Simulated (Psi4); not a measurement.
# C2H− (SMILES [C-]#C) at 3 levels

Aim: a comparison of 3 runs (BLYP/STO-3G, B3LYP/6-31G*, CISD/cc-pwCVDZ) of C2H−. 

The calculation is run with Psi4 1.11.

9 further runs of the same task are left out: 7 that didn't finish, 2 set aside as unsound or not needed.

## (1) The molecule

The species is C2H− (3 atoms), meant as a singlet with charge -1. SMILES: `[C-]#C`. The shape is that of a PBE0-D4/def2-TZVPD optimisation.

Bond lengths: C1–C2 1.239 Å, C2–H3 1.071 Å. Angles: C1–C2–H3 180.0°.

## (2) Energy and gradient at BLYP/STO-3G (run 1)

run.py reads:

```python
import psi4

psi4.set_memory('1600 MB')
psi4.set_num_threads(1)
psi4.set_output_file('run.log', False)

molecule = psi4.geometry("""
-1 1
C      0.629700     0.896400     0.445600
C     -0.029800    -0.042400    -0.020900
H     -0.599900    -0.854000    -0.424700
symmetry c1
no_reorient
no_com
""")

options = {'basis': 'STO-3G', 'reference': 'rks', 'puream': True, 'e_convergence': 1e-09, 'd_convergence': 1e-08, 'scf_type': 'pk', 'dft_radial_points': 99, 'dft_spherical_points': 590}
psi4.set_options(options)

energy_value, wavefunction = psi4.gradient('blyp', return_wfn=True)
psi4.oeprop(wavefunction, 'WIBERG_LOWDIN_INDICES', 'LOWDIN_CHARGES', 'MULLIKEN_CHARGES', title='BLYP')
print('gradient / Eh bohr^-1')
print(energy_value.np.round(6))
print(f'energy = {wavefunction.energy():.10f} Eh')
for k, v in sorted(psi4.core.scalar_variables().items()):
    print(f'{k:45s} {v:18.10f}')
```

On the command line:

```sh
$ python run.py
```

run.log:

```text
[...]
  Running in c1 symmetry.
[...]
  Nuclear repulsion =   19.721480042233345
[...]
  Multiplicity = 1
[...]
  Nalpha       = 7
  Nbeta        = 7
[...]
    Number of basis functions: 11
[...]
   @RKS iter   1:   -75.50025588167789   -5.70533e-01   2.10380e-02 DIIS/ADIIS
[...]
   @RKS iter   9:   -75.53988591784562    1.42109e-14   7.84974e-09 DIIS
[...]
    Orbital Energies [Eh]
    ---------------------
    Doubly Occupied:
       1A     -9.208486     2A     -9.131887     3A     -0.194662
       4A     -0.058560     5A      0.237037     6A      0.237037
       7A      0.277693
[...]
  @RKS Final Energy:   -75.53988591784562
   => Energetics <=
    Nuclear Repulsion Energy =             19.7214800422333454
    One-Electron Energy =                -146.4754607491580316
    Two-Electron Energy =                  62.8441024927943062
    DFT Exchange-Correlation Energy =     -11.6300077037152398
    Empirical Dispersion Energy =           0.0000000000000000
    VV10 Nonlocal Energy =                  0.0000000000000000
    Total Energy =                        -75.5398859178456235
[...]
 Multipole Moments:
 ------------------------------------------------------------------------------------
     Multipole            Electronic (a.u.)      Nuclear  (a.u.)        Total (a.u.)
 ------------------------------------------------------------------------------------
 L = 1.  Multiply by 2.5417464519 to convert [e a0] to [Debye]
 Dipole X            :         -6.5242214            5.6682335           -0.8559879
 Dipole Y            :         -9.2876847            8.0691306           -1.2185541
 Dipole Z            :         -4.6187868            4.0128334           -0.6059534
 Magnitude           :                                                    1.6077216
[...]
  -Total Gradient:
     Atom            X                  Y                   Z
    ------   -----------------  -----------------  -----------------
       1       -0.010461011983    -0.014892578088    -0.007411065455
       2        0.000572391871     0.000816544856     0.000420210759
       3        0.009888320401     0.014075606763     0.006990644190
[...]
  Mulliken Charges: (a.u.)
   Center  Symbol    Alpha    Beta     Spin     Total
       1     C     3.24558  3.24558  0.00000 -0.49117
       2     C     3.22545  3.22545  0.00000 -0.45090
       3     H     0.52897  0.52897  0.00000 -0.05793
   Total alpha =  7.00000, Total beta =  7.00000, Total charge = -1.00000
  Lowdin Charges: (a.u.)
   Center  Symbol    Alpha    Beta     Spin     Total
       1     C     3.26564  3.26564  0.00000 -0.53128
       2     C     3.20745  3.20745  0.00000 -0.41491
       3     H     0.52691  0.52691  0.00000 -0.05382
[...]
```

The script printed:

```text
gradient / Eh bohr^-1
[[-0.010461 -0.014893 -0.007411]
 [ 0.000572  0.000817  0.00042 ]
 [ 0.009888  0.014076  0.006991]]
energy = -75.5398859178 Eh
CURRENT ENERGY                                    -75.5398859178
CURRENT REFERENCE ENERGY                          -75.5398859178
DD SOLVATION ENERGY                                 0.0000000000
DFT FUNCTIONAL TOTAL ENERGY                       -75.5398859178
DFT TOTAL ENERGY                                  -75.5398859178
DFT VV10 ENERGY                                     0.0000000000
DFT XC ENERGY                                     -11.6300077037
GRID ELECTRONS ALPHA                                6.9999999966
GRID ELECTRONS BETA                                 6.9999999966
GRID ELECTRONS TOTAL                               13.9999999931
NUCLEAR REPULSION ENERGY                           19.7214800422
ONE-ELECTRON ENERGY                              -146.4754607492
PCM POLARIZATION ENERGY                             0.0000000000
PE ENERGY                                           0.0000000000
SCF ITERATION ENERGY                              -75.5398859178
SCF ITERATIONS                                      9.0000000000
SCF TOTAL ENERGY                                  -75.5398859178
TWO-ELECTRON ENERGY                                62.8441024928
XC GRID RADIAL POINTS                              99.0000000000
XC GRID SPHERICAL POINTS                          590.0000000000
XC GRID TOTAL POINTS                           164402.0000000000
```

Wall time 1.7 s (1 thread of AMD EPYC 9R45 (Zen 5), shared host); peak memory 0.26 GiB.

## (3) The energy at B3LYP/6-31G(d) (Cartesian functions) (run 2)

input.json reads:

```json
{
 "schema_name": "qcschema_input",
 "schema_version": 1,
 "molecule": {
  "schema_name": "qcschema_molecule",
  "schema_version": 2,
  "symbols": ["C", "C", "H"],
  "geometry": [1.18996054, 1.6939505, 0.84206196, -0.05631384, -0.08012439, -0.03949528, -1.1336467, -1.61382611, -0.80256669],
  "molecular_charge": -1,
  "molecular_multiplicity": 1,
  "fix_symmetry": "c1"
 },
 "driver": "energy",
 "model": {
  "method": "b3lyp",
  "basis": "6-31G*"
 },
 "keywords": {
  "reference": "rks",
  "puream": false,
  "e_convergence": 1e-09,
  "d_convergence": 1e-08,
  "scf_type": "pk",
  "dft_radial_points": 99,
  "dft_spherical_points": 590
 }
}
```

On the command line:

```sh
$ psi4 --qcschema input.json -n 1 --memory 1600MB
```

stdout:

```text
[...]
  Running in c1 symmetry.
[...]
  Nuclear repulsion =   19.721480025166684
[...]
  Multiplicity = 1
[...]
  Nalpha       = 7
  Nbeta        = 7
[...]
    Number of basis functions: 32
[...]
   @RKS iter   1:   -76.43536038494888   -3.57178e-01   1.95444e-02 DIIS/ADIIS
[...]
   @RKS iter  10:   -76.68233330551321   -3.83693e-13   1.11106e-09 DIIS
[...]
    Orbital Energies [Eh]
    ---------------------
    Doubly Occupied:
       1A     -9.865400     2A     -9.851021     3A     -0.417996
       4A     -0.248872     5A      0.031854     6A      0.031854
       7A      0.036450
[...]
  @RKS Final Energy:   -76.68233330551321
   => Energetics <=
    Nuclear Repulsion Energy =             19.7214800251666844
    One-Electron Energy =                -145.6176762844024211
    Two-Electron Energy =                  58.4118471338153356
    DFT Exchange-Correlation Energy =      -9.1979841800928064
    Empirical Dispersion Energy =           0.0000000000000000
    VV10 Nonlocal Energy =                  0.0000000000000000
    Total Energy =                        -76.6823333055132110
[...]
 Multipole Moments:
 ------------------------------------------------------------------------------------
     Multipole            Electronic (a.u.)      Nuclear  (a.u.)        Total (a.u.)
 ------------------------------------------------------------------------------------
 L = 1.  Multiply by 2.5417464519 to convert [e a0] to [Debye]
 Dipole X            :         -0.4741573            1.4078964            0.9337391
 Dipole Y            :         -0.1935327            0.5744680            0.3809353
 Dipole Z            :         -0.0000000           -0.0000000           -0.0000000
 Magnitude           :                                                    1.0084545
[...]
```

The result, in JSON:

```text
{
 "driver": "energy",
 "model": {
  "method": "b3lyp",
  "basis": "6-31G*"
 },
 "success": true,
 "return_result": -76.68233330551321,
 "properties": {
  "calcinfo_nbasis": 32,
  "calcinfo_nmo": 32,
  "calcinfo_nalpha": 7,
  "calcinfo_nbeta": 7,
  "calcinfo_natom": 3,
  "nuclear_repulsion_energy": 19.721480025166684,
  "return_energy": -76.68233330551321,
  "scf_one_electron_energy": -145.61767628440242,
  "scf_two_electron_energy": 58.411847133815336,
  "scf_xc_energy": -9.197984180092806,
  "scf_dipole_moment": [0.9337391329452791, 0.3809352883670113, -2.3371521896601814e-13],
  "scf_total_energy": -76.68233330551321,
  "scf_iterations": 10
 }
}
```

It took 2.1 s on 1 thread of AMD EPYC 9R45 (Zen 5), shared host; peak memory 0.36 GiB.

## (4) A single-point energy at CISD/cc-pwCVDZ (run 3)

input.dat reads:

```
memory 1600 mb

molecule {
  -1 1
  C      0.629700     0.896400     0.445600
  C     -0.029800    -0.042400    -0.020900
  H     -0.599900    -0.854000    -0.424700
}

set basis cc-pwCVDZ
set scf_type pk

result, w = energy("cisd", return_wfn=True)
print_variables()
```

On the command line:

```sh
$ psi4 input.dat output.dat -n 1
```

output.dat:

```text
[...]
  Running in cs symmetry.
[...]
  Nuclear repulsion =   19.721480042233342
[...]
  Multiplicity = 1
[...]
  Nalpha       = 7
  Nbeta        = 7
[...]
    Number of basis functions: 41
[...]
   @RHF iter   1:   -76.10815653600453   -9.00118e-01   1.16457e-02 DIIS/ADIIS
[...]
   @RHF iter  10:   -76.19778919099883   -1.32161e-12   3.22698e-09 DIIS
[...]
    Orbital Energies [Eh]
    ---------------------
    Doubly Occupied:
       1Ap   -10.929293     2Ap   -10.926045     3Ap    -0.707951
       4Ap    -0.444863     5Ap    -0.137565     6Ap    -0.098715
       1App   -0.098715
[...]
  @RHF Final Energy:   -76.19778919099883
   => Energetics <=
    Nuclear Repulsion Energy =             19.7214800422333418
    One-Electron Energy =                -145.1522437277038762
    Two-Electron Energy =                  49.2329744944717120
    Total Energy =                        -76.1977891909988330
[...]
 Multipole Moments:
 ------------------------------------------------------------------------------------
     Multipole            Electronic (a.u.)      Nuclear  (a.u.)        Total (a.u.)
 ------------------------------------------------------------------------------------
 L = 1.  Multiply by 2.5417464519 to convert [e a0] to [Debye]
 Dipole X            :         -0.3765757            1.4078964            1.0313207
 Dipole Y            :         -0.1537127            0.5744680            0.4207553
 Dipole Z            :          0.0000000            0.0000000            0.0000000
 Magnitude           :                                                    1.1138481
[...]
      * SCS-MP2 total energy:                  -76.515788569395
[...]
      * MP2 total energy:                      -76.514096119784
[...]
      * CISD total energy:                     -76.504850760117
[...]
```

Wall time 1.7 s (1 thread of AMD EPYC 9R45 (Zen 5), shared host); peak memory 0.21 GiB.

## (5) All runs side by side

```csv
run,level,task,Cartesian functions,energy (Eh),HOMO energy (eV),LUMO energy (eV),HOMO–LUMO gap (eV),wall time
1,BLYP/STO-3G,gradient,no,-75.539886,7.56,15.29,7.73,1.7 s
2,B3LYP/6-31G* (Cartesian functions),energy,yes,-76.682333,0.99,9.55,8.56,2.1 s
3,CISD/cc-pwCVDZ,energy,no,-76.504851,-2.69,11.01,13.70,1.7 s
```

## (6) Outcome

```
                                                    quantity         value
                                         run 3: total energy  -76.50485 Eh
                  run 3: HOMO energy (Hartree–Fock orbitals)      -2.69 eV
                  run 3: LUMO energy (Hartree–Fock orbitals)      11.01 eV
run 3: HOMO–LUMO gap (to an unbound level, set by the basis)      13.70 eV
                                   run 3: correlation energy    -307.1 mEh
```

What this shows: Totals of different functionals can't be ranked against each other. In runs 1, 2 the HOMO lies above zero, so the outermost electron may be held by the basis alone. In run 1 the basis is minimal, so the values are rough. All runs together took 5.5 s, the longest 2.1 s.
